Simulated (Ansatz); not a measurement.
Mulliken charges of `C#CC(=C)O` from PBE/def2-TZVPP in Ansatz (PBE0-D4/def2-TZVP geometry).

```tsv
atom	x (Å)	y (Å)	z (Å)	charge (e)
C1	-0.374	2.049	-0.454	0.072
C2	-0.160	0.901	-0.168	-0.289
C3	0.088	-0.441	0.245	0.109
C4	0.296	-1.439	-0.613	-0.263
O5	0.104	-0.658	1.589	-0.239
H6	-0.562	3.060	-0.727	0.214
H7	0.281	-1.249	-1.675	0.105
H8	0.481	-2.442	-0.253	0.096
H9	-0.064	0.174	2.040	0.196
```

Task: By hand: the dipole of these point charges (1 e Å = 4.8032 D).

Result: Σ q r = (-0.131, 0.698, -0.132) e Å, of length 0.722 e Å = 3.47 D.

Task: How does the dipole of the full density compare? (Estimate.)

Result: Ansatz gave: (-0.060, 0.308, 0.033) e Å, 1.52 D; the point charges give 2.28 times that, at 17° from its direction.

Point charges leave out the atoms' own dipoles, such as those of lone pairs, and Mulliken's split depends on the basis, so the two needn't agree.
